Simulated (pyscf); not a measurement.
7 transition-metal steps of one kind (four-centre exchange, radical): reaction energy in kcal/mol, from the separated reactants or the lowest minimum found. Structures and frequencies: ωB97X-D3(BJ)/def2-SVP in PySCF. Functionals in def2-TZVP; the last column is ωB97M-D3(BJ)/def2-TZVP. Rows were drawn at random from the steps of this kind and element class whose saddle was verified and whose references are stable.

| step | PBE | PBE0-D3(BJ) | r²SCAN | ωB97M-D3(BJ) |
|---|---|---|---|---|
| `[CH3][Zn]` [doublet] + `[CH3][SH]` -> `[CH4]` + `[CH3][S][Zn]` [doublet] | (withheld) | -27.8 | -28.0 | -26.5 |
| `[CH3][Zn][NH]` [doublet] + `[H][H]` -> `[CH4]` + `[NH][ZnH]` [doublet] | -8.9 | -9.6 | -9.1 | -10.3 |
| `[CH3][Zn]` [doublet] + `[ClH]` -> `[CH4]` + `[Cl][Zn]` [doublet] | (withheld) | -40.1 | -40.6 | -39.8 |
| `[CH3][V]([Cl])([Cl])[Cl]` [doublet] + `[ClH]` -> `[Cl][V]([Cl])([Cl])[Cl]` [doublet] + `[CH4]` | -36.6 | -33.4 | -36.4 | -30.5 |
| `[CH3][CH]([CH3])[Mo]([Cl])([Cl])([Cl])[Cl]` [doublet] + `[ClH]` → `[CH3][CH2][CH3]` + `[Cl][Mo]([Cl])([Cl])([Cl])[Cl]` [doublet] | -25.0 | -19.1 | -22.2 | -16.8 |
| `[CH3][SH]` + `[ZnH]` [doublet] → `[CH3][S][Zn]` [doublet] + `[H][H]` | -18.2 | -18.2 | -18.9 | -16.3 |
| `[CH3][Zn]` [doublet] + `[SH2]` → `[CH4]` + `[SH][Zn]` [doublet] | -29.6 | -30.8 | -30.9 | -29.8 |

Question: Complete the blanks.

Answer: 
- `[CH3][Zn]` [doublet] + `[CH3][SH]` -> `[CH4]` + `[CH3][S][Zn]` [doublet], PBE: -27.0
- `[CH3][Zn]` [doublet] + `[ClH]` -> `[CH4]` + `[Cl][Zn]` [doublet], PBE: -37.6

Differences from the last column (kcal/mol): PBE: mean -1.8, median -0.5, mean size 2.9, lower in 4 of 7; PBE0-D3(BJ): mean -1.2, median -1.3, mean size 1.5, lower in 6 of 7; r²SCAN: mean -2.3, median -1.5, mean size 2.7, lower in 6 of 7. PBE is closest for row 7 (0.2 kcal/mol apart) and farthest for row 5 (8.1 kcal/mol). PBE, r²SCAN and M06-2X carry no added dispersion term. The last column is a level with limits of its own. The term symbol of open-shell Cl–Zn was not checked; spin-orbit terms are left out. Open-shell species with a d-block atom are single-reference here; other states, and whether the spin sits on metal or ligand, were not checked. Elements up to Kr have no core potential and no relativistic terms here. Elements past Kr carry the def2 core potentials, without spin-orbit coupling.
